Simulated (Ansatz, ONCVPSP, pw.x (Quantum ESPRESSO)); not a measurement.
**Equation-of-state test of one ONCV potential (Tc (Z = 43))**

```
Element                 : technetium (Tc)
Generator               : ONCVPSP 4.0.1.1 (patched build)
Type                    : optimised norm-conserving Vanderbilt (ONCV)
Functional              : PBEsol
Relativity              : scalar-relativistic
Frozen core             : [Ar] 3d10
Valence charge          : 15
Reference configuration : 4s2 4p6 4d5 5s2
Partial waves           : 4s+5s: rc 2.00 bohr, ncon 5, nbas 9, qcut 5.9 1/bohr, 3 projectors, debl 2.3 Ha; 4p: rc 1.65 bohr, ncon 5, nbas 9, qcut 8.1 1/bohr, 1 projector; 4d: rc 1.75 bohr, ncon 3, nbas 8, qcut 10.5 1/bohr, 3 projectors, debl 0.6 Ha
Local potential         : polynomial inside 1.40 bohr (lpopt 5, dvloc0 3 Ha)
Core correction         : none
```

Atomic tests: cutoffs needed: 24 Ha and 29 Ha (the cutoffs (Ha) at which the residual kinetic energy of the hardest occupied pseudo-wave falls to 1 and 0.1 mHa per electron); ghost test: no bound ghost flagged; GHOST(+) flagged for s at 221.2 eV; largest excitation error: +100 meV (all-electron minus pseudo) for 4s2 4p6 4d5 5s1 5p1, out of 4 test configurations.

Crystal test: fcc Tc in pw.x 7.5, no spin, 15³ k-points, Fermi–Dirac smearing 0.01 Ry, cutoffs 70/280 Ry. The reference is all-electron LAPW (Ansatz 0.2.0) with the same functional, mesh and smearing; V0 and B0 come from Birch–Murnaghan fits to the pressures at five volumes. Errors are pseudo minus all-electron; Δ is the rms difference of the E(V) curves that follow from these fits, minima aligned, over ±6 % about the mean V0. Mesh and smearing are coarse, so the numbers serve the comparison and aren't converged zero-temperature values; the lattice is a test structure that the element need not adopt.

All-electron: a0 = 3.833 Å (V0 = 14.08 Å³/atom), B0 = 322.9 GPa.

How far does the potential miss the all-electron equation of state?

mean pressure error (GPa): -3.87; a0 (Å): 3.818; a0 error (%): -0.39; B0 error (%): +4.4; Δ (meV/atom): 11.8.

```tsv
V (Å³/atom)	P all-electron (GPa)	P pseudo (GPa)
13.392	18.14	14.12
13.745	8.27	4.32
14.097	-0.35	-4.22
14.449	-7.86	-11.65
14.802	-14.40	-18.10
```

At the middle volume, how do free energy and pressure move when the wave cutoff is lowered (ecutrho kept at four times it)?

```
cutoff (Ry)  shift of F (meV/atom)  shift of P (GPa)
         32                +2097.3            -65.71
         42                 +554.3            -26.79
         56                  +41.4             -3.90
```

Input at the middle volume:

```
&control
  calculation='scf', prefix='x', pseudo_dir='./', outdir='./tmp', tstress=.true., disk_io='none'
/
&system
  ibrav=0, nat=1, ntyp=1, ecutwfc=70, ecutrho=280, nbnd=15,
  occupations='smearing', smearing='fd', degauss=0.01
/
&electrons
  conv_thr=1e-09, mixing_beta=0.4, electron_maxstep=70
/
ATOMIC_SPECIES
Tc 1.0 Tc.UPF
CELL_PARAMETERS angstrom
  0.00000000 1.91733898 1.91733898
  1.91733898 0.00000000 1.91733898
  1.91733898 1.91733898 0.00000000
ATOMIC_POSITIONS crystal
Tc 0.0000 0.0000 0.0000
K_POINTS automatic
15 15 15 0 0 0
```

```bash
pw.x < Tc.scf.in > Tc.scf.out
```

Lines of the output:

```
Message from routine setup:
     using ibrav=0 with symmetry is DISCOURAGED, use correct ibrav instead
     lattice parameter (alat)  =       5.1240  a.u.
     unit-cell volume          =      95.1313 (a.u.)^3
     number of electrons       =        15.00
     number of Kohn-Sham states=           15
     kinetic-energy cutoff     =      70.0000  Ry
     charge density cutoff     =     280.0000  Ry
     scf convergence threshold =      1.0E-09
     Exchange-correlation= PBESOL
     number of k points=   120  Fermi-Dirac smearing, width (Ry)=  0.0100
     iteration #  1     ecut=    70.00 Ry     beta= 0.40
     total energy              =    -162.64558413 Ry
     estimated scf accuracy    <       0.03690518 Ry
     iteration #  2     ecut=    70.00 Ry     beta= 0.40
     total energy              =    -162.64959665 Ry
     estimated scf accuracy    <       0.00204027 Ry
     iteration #  3     ecut=    70.00 Ry     beta= 0.40
     total energy              =    -162.64980616 Ry
     estimated scf accuracy    <       0.00026966 Ry
     iteration #  4     ecut=    70.00 Ry     beta= 0.40
     total energy              =    -162.64981916 Ry
     estimated scf accuracy    <       0.00000739 Ry
     iteration #  5     ecut=    70.00 Ry     beta= 0.40
     total energy              =    -162.64982075 Ry
     estimated scf accuracy    <       0.00000017 Ry
     iteration #  6     ecut=    70.00 Ry     beta= 0.40
     total energy              =    -162.64982076 Ry
     estimated scf accuracy    <          2.6E-09 Ry
     iteration #  7     ecut=    70.00 Ry     beta= 0.40
     the Fermi energy is    22.8235 ev
!    total energy              =    -162.64982076 Ry
     estimated scf accuracy    <          5.0E-10 Ry
     smearing contrib. (-TS)   =      -0.00451282 Ry
     The total energy is F=E-TS. E is the sum of the following terms:
     one-electron contribution =     -25.10997725 Ry
     hartree contribution      =      22.55769384 Ry
     xc contribution           =     -17.73530278 Ry
     ewald contribution        =    -142.35772176 Ry
     convergence has been achieved in   7 iterations
          total   stress  (Ry/bohr**3)                   (kbar)     P=      -42.16
     Message from routine punch:
     Nothing written, as per user request (disk_io='none')
```

The run at the middle volume (120 k-points, 7 iterations) took about 14 s on one core of a shared host (Intel(R) Xeon(R) 6975P-C, 192 threads, 756 GiB, load 92).
